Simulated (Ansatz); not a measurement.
# Methanol (CH₄O): small, medium and large basis sets

Aim: see how fast density functionals and correlated methods converge with the basis set for methanol (CH₄O).

Computed with Ansatz 0.2.0, Gaussian basis. Level: one geometry, several basis sets.

Levels to be run: PBE0-D4/def2-SVP; ωB97M-V/def2-SVP; PBE0-D4/def2-QZVPP; ωB97M-V/def2-QZVPP; CCSD(T)/cc-pV(D+d)Z; CCSD(T)/cc-pV(T+d)Z; CCSD(T)/cc-pV(Q+d)Z; the functionals' def2-TZVPP values are taken from earlier runs.

## (1) The relaxed structure

All runs share one geometry, relaxed beforehand with PBE0-D4 in a triple-zeta def2 set.

SMILES `CO`, 6 atoms, charge 0, spin multiplicity 1.

Atoms are counted from 1 here; the program's logs count them from 0.

Bond lengths: C1–O2 1.409 Å, C1–H3 1.090 Å, C1–H4 1.097 Å, C1–H5 1.097 Å, O2–H6 0.959 Å. Angles: O2–C1–H3 107.0°, O2–C1–H4 112.4°, O2–C1–H5 112.4°, H3–C1–H4 108.1°, H3–C1–H5 108.1°, H4–C1–H5 108.6°, C1–O2–H6 108.5°.

## (2) PBE0-D4 in def2-SVP

Contents of in.yaml:

```yaml
crystal:
  periodic: [false, false, false]
  atoms:
    - {symbol: C, position_ang: [-0.088405, -0.207385, -0.275657]}
    - {symbol: O, position_ang: [-0.165048, 0.316454, 1.030096]}
    - {symbol: H, position_ang: [-0.864738, -0.968374, -0.360857]}
    - {symbol: H, position_ang: [0.878822, -0.683610, -0.479210]}
    - {symbol: H, position_ang: [-0.272722, 0.554405, -1.043432]}
    - {symbol: H, position_ang: [0.512080, 0.988520, 1.129060]}
basis:
  gaussian: {orbitals: def2-SVP}
hamiltonian: {xc: pbe0, dispersion: d4}
output: {orbitals: {seedname: orbitals}}
```

Launch:

```bash
ansatz run in.yaml --threads 2 --pin off --events-out ev --progress --plain --max-ram 32768MiB --backend cpu
```

After this run come: ωB97M-V in def2-SVP; PBE0-D4 in def2-QZVPP; ωB97M-V in def2-QZVPP; CCSD(T) in cc-pV(D+d)Z; CCSD(T) in cc-pV(T+d)Z; CCSD(T) in cc-pV(Q+d)Z.

Q: Predict the results of all the runs planned. Wanted: MP2 correlation recovered, cc-pV(D+d)Z; MP2 correlation recovered, cc-pV(T+d)Z; MP2 correlation recovered, cc-pV(Q+d)Z; CCSD(T) limit from def2 sets; PBE0-D4: double and triple zeta above quadruple; ωB97M-V: double and triple zeta above quadruple.

As calculated:

```
                                                                 quantity          value
                                   MP2 correlation recovered, cc-pV(D+d)Z         70.2 %
                                   MP2 correlation recovered, cc-pV(T+d)Z         88.9 %
                                   MP2 correlation recovered, cc-pV(Q+d)Z         95.4 %
CCSD(T) limit from def2 sets (earlier runs) less the limit of this series         -4 meV
                          PBE0-D4: double and triple zeta above quadruple  4.05, 0.20 eV
                          ωB97M-V: double and triple zeta above quadruple  4.21, 0.20 eV
```

**Reading.** For PBE0-D4 the step from double to triple zeta gains 3.85 eV and the next only 0.20 eV. In cc-pV(D+d)Z MP2 holds 70 % of its limit, in cc-pV(Q+d)Z 95 %, while Hartree-Fock is within 0.078 eV in the largest set. A limit from the def2 sets, made apart, differs by 4 meV, a least measure of the doubt on such a limit. These are total energies; as a rule much of such shifts cancels in differences, which this series doesn't test. The LUMO of ωB97M-V is positive and keeps falling with the basis (3.53 to 1.78 eV): an unbound level that the basis holds in place.
